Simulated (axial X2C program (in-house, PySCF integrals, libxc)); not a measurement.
# Worked dissociation energy of LiS⁺: BP86, scalar-relativistic

Calculated with an in-house relativistic program for diatomic molecules. Spin-free means the one-electron spin-free X2C Hamiltonian. Basis: S dyall-v3z [8s7p2d1f], Li dyall-v3z [7s8p2d] (cores contracted in-house); Gaussian nuclei, density fitting, unrestricted open shells. Masses: S 31.972 u, Li 7.016 u.

Molecular state: M_S = 1, Λ = 0 (beyond evenly filled blocks: π+α, π-α).

| Property | Result |
| --- | --- |
| E(S) (2M_S = 2, M_L = 0) | -399.260790 hartree |
| E(Li+) (2M_S = 0, M_L = 0) | -7.277147 hartree |
| E(LiS⁺) at Re | -406.567080 hartree |
| ωe | 325.2 cm⁻¹ |
| ωexe | 4.97 cm⁻¹ |

(1) Work out De and D0.

The state is a single determinant with fixed occupations, the lowest that a limited PBE0 search found. De is counted from the lowest determinant-based energies of the atoms at the same level, without counterpoise correction.

Each atomic determinant is the lowest at this level and need not be a pure term. Totals compare only within one Hamiltonian and basis.

Answers

(1) De = -399.260790 + (-7.277147) − (-406.567080) = 0.02914 hartree = 0.793 eV. The zero-point energy is ωe/2 − ωexe/4 = 161 cm⁻¹ = 0.020 eV, so D0 = 0.773 eV.
